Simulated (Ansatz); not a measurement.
# Sodium, bcc: convergence with Gaussian smearing

Computed with Ansatz, PBE, scalar-relativistic PAW, on the relaxed cell (a = 4.197 Å; spin not included). Errors count from a run at 420 eV on a Γ-centred 17×17×17 mesh with Fermi-Dirac smearing of 0.1 eV, extrapolated to zero width. Fixed here: cutoff 420 eV, mesh 11×11×11. The SCF starts from atomic densities corrected by a trained network.

```csv
width (eV),E(σ→0) error (meV/atom),F error (meV/atom),P (GPa),SCF iterations
0.03,-2.9,-3.1,-0.01,6
0.1,-3.3,-4.1,-0.01,6
0.2,-2.9,-6.8,0.00,6
0.3,-2.4,-12.0,0.01,6
0.6,-0.5,-43.0,0.10,6
1.0,-1.4,-118.5,0.28,6
```

**Question.** What does the run at 0.01 give (width)?

**Answer.** E(σ→0) error (meV/atom): -2.7; F error (meV/atom): -2.8; P (GPa): -0.01; SCF iterations: 6.
